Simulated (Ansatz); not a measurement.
Abridged output of a molecular run in Ansatz:

```
Functional definition: HF
  name "HF"
  cite "Fock, Z. Phys. 61, 126 (1930) doi:10.1007/BF01340294"
  parent pbe
  exchange = exact_x
  correlation = 0
1233 factors; integrals over basis functions are off by at most 1.0e-3 eV
mean field evaluation 1: about -7662.6289 eV, gradient 4.9e1 eV
mean field evaluation 2: about -7662.8935 eV, gradient 4.9e1 eV
mean field evaluation 4: about -7667.5274 eV, gradient 4.9e0 eV
mean field evaluation 8: about -7667.6262 eV, gradient 6.3e-1 eV
mean field evaluation 16: about -7667.6296 eV, gradient 2.0e-6 eV
mean field -7667.62963827 eV, -281.7801919005 hartree, gradient 1.9e-6 eV, S^2 0.000000; 0 other end points of the search recorded, 0 dependent functions left out
5 core orbitals not correlated: weight in the atoms' cores, before any rotation towards them, 1.000 or more for the frozen orbitals, at most 0.000 for the correlated occupied ones
reference -7667.62963827 eV, -281.7801919005 hartree; 14, 14 occupied and 178, 178 virtual orbitals, 1233 factors
second order -26.46406401 eV of doubles, -0.00000000 eV of singles
cycle   1  -25.87512086 eV  change    5.9e-1 eV  update   1.3e-1
cycle   2  -26.57390001 eV  change   -7.0e-1 eV  update   4.3e-2
cycle   3  -26.76014436 eV  change   -1.9e-1 eV  update   2.1e-2
cycle   4  -26.74022625 eV  change    2.0e-2 eV  update   5.8e-3
cycle   5  -26.73490682 eV  change    5.3e-3 eV  update   2.5e-3
cycle   6  -26.73695318 eV  change   -2.0e-3 eV  update   9.1e-4
cycle   7  -26.73653630 eV  change    4.2e-4 eV  update   2.8e-4
cycle   8  -26.73635417 eV  change    1.8e-4 eV  update   8.6e-5
cycle   9  -26.73637342 eV  change   -1.9e-5 eV  update   3.2e-5
perturbative correction -1.19539108 eV, -0.0439298117 hartree
Total energy: -7695.56140277 eV, -282.8066653130 hartree
```

Its atoms:

Z-matrix (Å, degrees):
```
N
C 1 1.341
H 1 1.006 2 119.1
H 1 1.004 2 120.2 3 180.0
O 2 1.211 1 126.9 3 -180.0
C 2 1.528 1 113.3 3 0.0
O 6 1.198 2 123.2 1 -0.0
H 6 1.106 2 113.1 1 180.0
```

**Question.** Which basis set was used?
A. def2-TZVPPD
B. def2-QZVPP
C. def2-TZVPP
D. cc-pV(D+d)Z

**Answer.** C. It gives 197 functions.

**Question.** Write the keys of the input that set method, charge and spin (a neutral closed shell needs none for the last two).

**Answer.** 
```yaml
correlation: {method: ccsd_t}
```
